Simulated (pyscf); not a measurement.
**Multi-bond step: `[GeH4]` + `[CH]#[CH]` → `[GeH2]` [singlet] + `[CH]#[CH]` + `[H][H]`**

Gas phase, singlet surface, charge 0. Bonds broken: Ge1–H2, Ge1–H4, C6–H8. Bonds formed: H2–C6, H4–H8. Optimised with ωB97X-D3(BJ)/def2-SVP in PySCF.

Transition state (Å):

```xyz
9

Ge     1.2083    -1.4764    -0.2155
H      0.7261     0.4777     0.2623
H      1.8744    -1.9121     1.1395
H     -0.4181    -1.3085     0.3732
H      1.3278    -2.8358    -0.9906
C     -0.1152     0.8685     1.0238
C     -0.5138     1.8426     1.6551
H     -0.5318    -0.3929     0.8842
H     -0.8852     2.6834     2.2192
```

One imaginary mode, 1531i cm⁻¹; descent along it reached the two sides named, in the forms told below.

```csv
bond,change,reactant side (Å),saddle,product side
Ge1–H2,breaks,1.534,2.069,3.5
Ge1–H4,breaks,1.537,1.738,2.092
C6–H8,breaks,1.077,1.336,2.8
H2–C6,forms,3.1,1.200,1.077
H4–H8,forms,4.3,1.055,0.786
```

Electronic energies relative to the separated reactants (kJ/mol):

```json
[
 {"level": "ωB97X-D3(BJ)/def2-TZVP", "barrier": "338.8", "reaction energy": "+197.5", "reverse barrier": "141.3"},
 {"level": "PBE/def2-TZVP", "barrier": "246.6", "reaction energy": "+183.3", "reverse barrier": "63.3"},
 {"level": "r²SCAN/def2-TZVP", "barrier": "273.2", "reaction energy": "+201.1", "reverse barrier": "72.1"},
 {"level": "B3LYP-D3(BJ)/def2-TZVP", "barrier": "287.0", "reaction energy": "+175.6", "reverse barrier": "111.4"},
 {"level": "PBE0-D3(BJ)/def2-TZVP", "barrier": "286.1", "reaction energy": "+198.0", "reverse barrier": "88.1"},
 {"level": "M06-2X/def2-TZVP", "barrier": "323.6", "reaction energy": "+177.0", "reverse barrier": "146.7"},
 {"level": "ωB97M-D3(BJ)/def2-TZVP", "barrier": "329.4", "reaction energy": "+180.5", "reverse barrier": "148.9"},
 {"level": "HF/def2-TZVP", "barrier": "449.4", "reaction energy": "+183.8", "reverse barrier": "265.7"}
]
```

With ωB97M-D3(BJ)/def2-TZVP energies and thermal terms (ideal gas, 1 atm, RRHO with modes under 100 cm⁻¹ raised to 100, one conformer, R ln 2 for chiral ones without a mode under 150 cm⁻¹), in kJ/mol:

```json
[
 {"T (K)": "298", "ΔH‡": "314.1", "ΔG‡": "344.4", "ΔH": "+165.1", "ΔG": "+125.2"},
 {"T (K)": "600", "ΔH‡": "315.6", "ΔG‡": "374.7", "ΔH": "+168.5", "ΔG": "+83.1"},
 {"T (K)": "900", "ΔH‡": "318.5", "ΔG‡": "403.7", "ΔH": "+168.4", "ΔG": "+40.3"},
 {"T (K)": "1200", "ΔH‡": "321.7", "ΔG‡": "431.6", "ΔH": "+166.3", "ΔG": "-2.1"}
]
```

On the product side the descent ends in a bound adduct (not fully relaxed), 36.0 kJ/mol under the separated species and 177.4 kJ/mol under the saddle at ωB97X-D3(BJ)/def2-TZVP. The same reactants have a lower exit, to H₂C=CH–GeH₃ (barrier +223.8 kJ/mol at ωB97M-D3(BJ)/def2-TZVP, against +329.4 kJ/mol here). This is the saddle that the search found; another between the same sides may lie lower. Elements up to Kr have no core potential and no relativistic terms here.
